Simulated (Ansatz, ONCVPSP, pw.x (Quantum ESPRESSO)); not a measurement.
# germanium (Ge): does the ONCV potential hold in the solid?

| Item | Value |
| --- | --- |
| Element | Ge |
| Generator | ONCVPSP 4.0.1.1 (patched build) |
| Type | optimised norm-conserving Vanderbilt (ONCV) |
| Functional | PBE |
| Relativity | scalar-relativistic |
| Frozen core | [Ar] 3d10 |
| Valence charge | 4 |
| Reference configuration | 4s2 4p1.75 (charge +0.25) |
| Partial waves | 4s: rc 1.70 bohr, ncon 4, nbas 9, qcut 4.8 1/bohr, 1 projector; 4p: rc 2.30 bohr, ncon 4, nbas 7, qcut 3.3 1/bohr, 2 projectors, debl 2.6 Ha; d scattering state at 0.19 Ha: rc 1.75 bohr, ncon 4, nbas 8, qcut 5 1/bohr, 1 projector |
| Local potential | polynomial inside 1.50 bohr (lpopt 2, dvloc0 1 Ha) |
| Core correction | none |

Crystal test: diamond Ge in pw.x 7.5, no spin, 8³ k-points, Fermi–Dirac smearing 0.01 Ry, cutoffs 35/140 Ry. The reference is all-electron LAPW (Ansatz 0.2.0) with the same functional, mesh and smearing; V0 and B0 come from Birch–Murnaghan fits to the pressures at five volumes. Errors are pseudo minus all-electron; Δ is the rms difference of the E(V) curves that follow from these fits, minima aligned, over ±6 % about the mean V0. Mesh and smearing are coarse, so the numbers serve the comparison and aren't converged zero-temperature values; the lattice is a test structure that the element need not adopt.

| V (Å³/atom) | P all-electron (GPa) | P pseudo (GPa) |
| --- | --- | --- |
| 22.753 | 3.34 | 4.27 |
| 23.352 | 1.55 | 2.43 |
| 23.951 | 0.00 | 0.82 |
| 24.550 | -1.34 | -0.58 |
| 25.149 | -2.50 | -1.80 |

All-electron: a0 = 5.765 Å (V0 = 23.95 Å³/atom), B0 = 57.6 GPa.

Pseudopotential: mean pressure error (GPa): +0.81; a0 (Å): 5.792; a0 error (%): +0.47; B0 error (%): -2.4; Δ (meV/atom): 4.2.

Q: At the middle volume, how do free energy and pressure move when the wave cutoff is lowered (ecutrho kept at four times it)?

A:

```csv
cutoff (Ry),shift of F (meV/atom),shift of P (GPa)
16,+354.3,-1.62
21,+100.4,-0.83
28,+14.5,-0.43
```

The run at the middle volume (29 k-points, 7 iterations) took about 7.9 s on one core of a shared host (Neoverse-N1, 64 threads, 124 GiB, load 58).
